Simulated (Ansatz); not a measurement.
C8H8 can be A, `C=Cc1ccccc1`, or B, `C12C3C4C1C1C2C3C41`.

Calculated with Ansatz (gas phase, PBE0-D4/def2-TZVP geometries, no zero-point term in ΔE). CCSD(T)/CBS adds triple-zeta CCSD(T) − MP2 to the extrapolated MP2 energy (def2 sets, frozen cores). DFT in def2-TZVPP. Each species was taken in one conformer, which may not be the lowest.

(1) Which is lower in electronic energy at CCSD(T)/CBS, and by how much? (Estimate.)

(2) Give E(B) − E(A) in kJ/mol with CCSD/def2-TZVPP, BLYP-D4, PBE-D4, LDA (SPW92), HF/def2-TZVPP, PBE0-D4, CCSD(T)/def2-TZVPP. (Estimate.)

(3) Does the order hold for the free energy at 298.15 K (harmonic terms from PBE0-D4)? (Best estimate.)

Largest T1 diagnostic: 0.010.

Results:

(1) Computed: A, by 461.7 kJ/mol.

(2) Ansatz gave: CCSD/def2-TZVPP 451.7, BLYP-D4 549.8, PBE-D4 451.4, LDA (SPW92) 406.5, HF/def2-TZVPP 533.6, PBE0-D4 432.0, CCSD(T)/def2-TZVPP 458.1. None reverses the order clearly.

(3) Computed: Yes: G(B) − G(A) = +481.3 kJ/mol, for one conformer each. Modes under 60 cm⁻¹, often nearly free rotors, make the harmonic entropy too high.

From BLYP to BHLYP (50 % exact exchange), in def2-TZVPP and without D4, E(B) − E(A) moves by −39.0 kJ/mol. In def2-TZVPP, CCSD(T) changes the Hartree–Fock value by −75.5 kJ/mol (the triples alone add +6.3 kJ/mol) and MP2 by −70.5 kJ/mol.
